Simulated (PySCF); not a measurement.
**N2H (dinitrogen monohydride) at UCCSD(T)/STO-3G**

Aim: the vertical doublet–quartet gap of N2H (dinitrogen monohydride) at UCCSD(T)/STO-3G, from 2 runs. Input form: a Python script.

Program for the calculation: PySCF 2.14.0.

9 further runs of the same task are left out: 9 set aside as unsound or not needed.

## Step 1: The structure to begin with

N2H: 3 atoms, total charge 0, spin state doublet. SMILES: `[N]=N`. The shape is that of a PBE0-D4/def2-TZVP optimisation.

Bond lengths: N1–N2 1.165 Å, N2–H3 1.057 Å. Angles: N1–N2–H3 117.5°.

## Step 2: The energy at UCCSD(T)/STO-3G

Contents of input.py:

```python
# dinitrogen monohydride
from pyscf import gto, scf, cc

mol = gto.Mole()
mol.atom = '''
N      1.342707    -1.146535     0.616391
N     -0.507694    -0.411412    -0.321442
H     -0.835013     1.557947    -0.294948
'''
mol.charge = 0
mol.max_memory = 1860
mol.verbose = 3
mol.unit = 'bohr'
mol.basis = 'sto-3g'
mol.spin = 1
mol.build()

calc0 = scf.UHF(mol)
calc0.conv_tol = 1e-10
calc0.kernel()
if not calc0.converged:
    calc0 = calc0.newton().run(calc0.mo_coeff, calc0.mo_occ)

mycc = cc.CCSD(calc0, frozen=2)
mycc.kernel()
e_t = mycc.ccsd_t()
e_tot = mycc.e_tot + e_t
print('Final energy', e_tot)
```

Started as:

```sh
$ OMP_NUM_THREADS=1 python input.py
```

Output:

```text
converged SCF energy = -107.986588408436  <S^2> = 0.92194292  2S+1 = 2.1651263
E(UCCSD) = -108.1147730614045  E_corr = -0.1281846529680863
UCCSD(T) correction = -0.00145706834490417
Final energy -108.11623012974945
```

Wall time 0.93 s (1 thread of AMD EPYC 7R43 (Zen 3), shared host); peak memory 0.1 GiB.

## Step 3: The quartet, same level

Contents of input.py:

```python
from pyscf import gto, scf, cc

molecule = gto.Mole()
molecule.atom = '''
N    0.710530  -0.606720   0.326180
N   -0.268660  -0.217710  -0.170100
H   -0.441870   0.824430  -0.156080
'''
molecule.verbose = 4
molecule.max_memory = 1860
molecule.charge = 0
molecule.basis = 'sto-3g'
molecule.spin = 3
molecule.build()

hf = scf.UHF(molecule)
hf.conv_tol = 1e-10
hf.kernel()
if not hf.converged:
    hf = hf.newton().run(hf.mo_coeff, hf.mo_occ)

mycc = cc.CCSD(hf, frozen=2)
mycc.kernel()
e_t = mycc.ccsd_t()
energy = mycc.e_tot + e_t
print('E(%s) = %.9f' % ('CCSD(T)', energy))
```

Started as:

```sh
$ OMP_NUM_THREADS=1 python input.py
```

Output:

```text
PySCF version 2.14.0

[INPUT] num. atoms = 3
[INPUT] num. electrons = 15
[INPUT] charge = 0
[INPUT] spin (= nelec alpha-beta = 2S) = 3
[INPUT] symmetry False subgroup None
[INPUT] Mole.unit = angstrom
[INPUT] Symbol           X                Y                Z      unit          X                Y                Z       unit  Magmom
[INPUT]  1 N      0.710530000000  -0.606720000000   0.326180000000 AA    1.342707103287  -1.146534634296   0.616390867311 Bohr   0.0
[INPUT]  2 N     -0.268660000000  -0.217710000000  -0.170100000000 AA   -0.507693820626  -0.411412274579  -0.321442413789 Bohr   0.0
[INPUT]  3 H     -0.441870000000   0.824430000000  -0.156080000000 AA   -0.835013282662   1.557946908875  -0.294948453522 Bohr   0.0

nuclear repulsion = 27.7196870231311
number of shells = 7
number of NR pGTOs = 33
number of NR cGTOs = 11
basis = sto-3g
ecp = {}

[... 20 lines left out ...]
WARN: HOMO 0.113843645045316 >= LUMO -0.356748143211213
[... 66 lines left out ...]
converged SCF energy = -107.798833030415  <S^2> = 3.7512946  2S+1 = 4.0006472
[... 1 line left out ...]
******** <class 'pyscf.cc.uccsd.UCCSD'> ********
CC2 = 0
CCSD nocc = (np.int64(7), np.int64(4)), nmo = (9, 9)
frozen orbitals 2
max_cycle = 50
direct = 0
conv_tol = 1e-07
conv_tol_normt = 1e-06
diis_space = 6
diis_start_cycle = 0
diis_start_energy_diff = 1e+09
Init t2, MP2 energy = -0.0475002198061232
Init E_corr(UCCSD) = -0.0475002198061692
cycle = 1  E_corr(UCCSD) = -0.0586114002322342  dE = -0.0111111804  norm(t1,t2) = 0.0568771
cycle = 2  E_corr(UCCSD) = -0.0630929733000243  dE = -0.00448157307  norm(t1,t2) = 0.0380414
cycle = 3  E_corr(UCCSD) = -0.0692977672459189  dE = -0.00620479395  norm(t1,t2) = 0.0309064
cycle = 4  E_corr(UCCSD) = -0.0709365672831156  dE = -0.00163880004  norm(t1,t2) = 0.0209884
cycle = 5  E_corr(UCCSD) = -0.0728213618477706  dE = -0.00188479456  norm(t1,t2) = 0.0116735
cycle = 6  E_corr(UCCSD) = -0.0728108005252095  dE = 1.05613226e-05  norm(t1,t2) = 0.00423425
cycle = 7  E_corr(UCCSD) = -0.0728712876214898  dE = -6.04870963e-05  norm(t1,t2) = 0.00146936
cycle = 8  E_corr(UCCSD) = -0.0728986309766409  dE = -2.73433552e-05  norm(t1,t2) = 0.000455458
cycle = 9  E_corr(UCCSD) = -0.0728906118109024  dE = 8.01916574e-06  norm(t1,t2) = 0.000164894
cycle = 10  E_corr(UCCSD) = -0.072887970605847  dE = 2.64120506e-06  norm(t1,t2) = 4.31755e-05
cycle = 11  E_corr(UCCSD) = -0.072886740556125  dE = 1.23004972e-06  norm(t1,t2) = 1.73963e-05
cycle = 12  E_corr(UCCSD) = -0.0728869442474179  dE = -2.03691293e-07  norm(t1,t2) = 5.89803e-06
cycle = 13  E_corr(UCCSD) = -0.0728871205024006  dE = -1.76254983e-07  norm(t1,t2) = 2.62185e-06
cycle = 14  E_corr(UCCSD) = -0.0728870912483292  dE = 2.92540714e-08  norm(t1,t2) = 9.54811e-07
UCCSD converged
E(UCCSD) = -107.8717201216631  E_corr = -0.07288709124832916
UCCSD(T) correction = -0.000919432281592324
E(CCSD(T)) = -107.872639554
```

Run time: 1.1 s. Hardware: 1 thread of AMD EPYC 7R43 (Zen 3), shared host; peak memory 0.1 GiB.

## Step 4: What came out

At UCCSD(T)/STO-3G, 2 core orbitals frozen:

| quantity | value |
| --- | --- |
| doublet: total energy | -108.11623 Eh |
| doublet: dipole moment (Hartree–Fock density) | 1.81 D |
| doublet: HOMO energy (Hartree–Fock orbitals) (highest over α and β) | -8.49 eV |
| doublet: LUMO energy (Hartree–Fock orbitals) (lowest over α and β) | 7.65 eV |
| doublet: correlation energy (2 core orbitals frozen) | -129.6 mEh |
| doublet: (T) correction | -1.46 mEh |
| doublet: ⟨S²⟩ of the reference determinant | 0.922 |
| doublet: T1 diagnostic | 0.052 |
| quartet: total energy | -107.87264 Eh |
| quartet: dipole moment (Hartree–Fock density) | 1.62 D |
| quartet: HOMO energy (Hartree–Fock orbitals) (highest over α and β) | -7.09 eV |
| quartet: LUMO energy (Hartree–Fock orbitals) (lowest over α and β) | 2.73 eV |
| quartet: correlation energy (2 core orbitals frozen) | -73.8 mEh |
| quartet: (T) correction | -0.92 mEh |
| quartet: ⟨S²⟩ of the reference determinant | 3.751 |
| quartet: T1 diagnostic | 0.068 |
| vertical energy of the quartet above the doublet | 6.628 eV |

What this shows: At this shape the quartet lies 6.63 eV (640 kJ/mol) above the doublet. In a minimal basis such a difference can be off by several eV, whatever the method. ⟨S²⟩ (doublet) is 0.92 where a pure doublet has 0.75: the reference is spin-contaminated. The T1 diagnostic (doublet) of 0.052 is above the customary mark for such species, so a single reference may not serve. The triples (doublet) make up 1.1 % of the correlation energy. The T1 diagnostic (quartet) of 0.068 is above the customary mark for such species, so a single reference may not serve.
